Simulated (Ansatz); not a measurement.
Basis-set limit of CS, triplet

```xyz
2

C     0.0104   -0.0012    0.0056
S    -1.3689    0.1574   -0.7355
```

Ansatz 0.2.0, UHF determinant, valence electrons correlated. Energies in eV.

```tsv
set	X	functions	Hartree–Fock	MP2 correlation	CCSD(T) correlation	time
def2-TZVPP	3	73	-11844.2735	-6.3876	-7.9970	4.9 s on 1 × NVIDIA H100 80GB HBM3 with 1 thread of AMD EPYC 7R13 Processor (Zen 3), with other jobs on the host
def2-QZVPP	4	127	-11844.6219	-6.9412	-8.5380	7.5 s on 1 × NVIDIA H100 80GB HBM3 with 1 thread of AMD EPYC 7R13 Processor (Zen 3) (shared host)
```

Hartree–Fock is taken to follow E(X) = E∞ + A·exp(−7.88·√X), correlation E(X) = E∞ + B·X^−2.97.

Cautions: higher spins were not checked; raised T1 diagnostic; ⟨S²⟩ of the determinant is 2.45 against 2.00, spin contaminated.

**Question.** Work out the CCSD(T) energy at the limit, and how far the shortcut misses it that extrapolates MP2 and adds CCSD(T) minus MP2 from the smaller set.

**Answer.** Hartree–Fock: E∞ = E4 + 0.1377·(E4 − E3) = -11844.6699. Correlation: E∞ = E4 + 0.7407·(E4 − E3) = -8.9388 for CCSD(T) and -7.3512 for MP2. The limit is -11853.6087 eV, 0.449 eV below def2-QZVPP. The shortcut gives a correlation energy of -7.3512 + (-1.6093) = -8.9606, 22 meV lower than the direct value.

Past Ne part of the Hartree–Fock step between the two sets comes from the cores, which don't follow the formula, so the 48 meV that it adds to the total can overshoot; that part largely cancels in differences.
